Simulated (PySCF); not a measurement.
Species: BClH₃N.
SMILES: `NBCl`

Torsions of this conformer, `[NH2:1][BH:2][Cl:3]`: H–N1–B2–Cl3 180°, H–N1–B2–Cl3 0°.

The closed-shell ground state was solved at several levels (PySCF, density fitting, gas phase, non-relativistic). Isolated species at its PBE0-D3(BJ)/def2-SVP geometry, gas phase.

| level | basis functions | total energy (Eh) | HOMO (eV) | LUMO (eV) | gap (eV) | dipole (D) |
| --- | --- | --- | --- | --- | --- | --- |
| PBE/pcSseg-2 | 157 | -541.4523 | -7.10 | -0.86 | 6.24 | 2.73 |
| wB97X-D/def2-SVPD | 91 | -541.4781 | -10.40 | 1.78 | 12.18 | 2.76 |

**Question.** Estimate the row for PBE0/pcSseg-1, a basis of 73 functions; the other rows only guide the guess.

**Answer.** Total energy -541.4124 Eh, HOMO -8.44 eV, LUMO 0.29 eV, gap 8.73 eV, dipole 2.93 D.

**Question.** Over all these levels, which gives the widest orbital gap and which the narrowest?

**Answer.** wB97X-D/def2-SVPD (range-separated hybrid) has the widest, 12.18 eV, and PBE/pcSseg-2 (GGA) the narrowest, 6.24 eV. Functional and basis both differ between the two, so the spread mixes both effects.

**Question.** How far do the dipole and the HOMO energy spread over the levels?

**Answer.** The dipole runs from 2.73 to 2.93 D (mean 2.81 D) and the HOMO from -10.40 to -7.10 eV.

The pairwise dispersion term of wB97X-D wasn't added to the energies; at a given geometry it leaves orbitals and properties as they are.
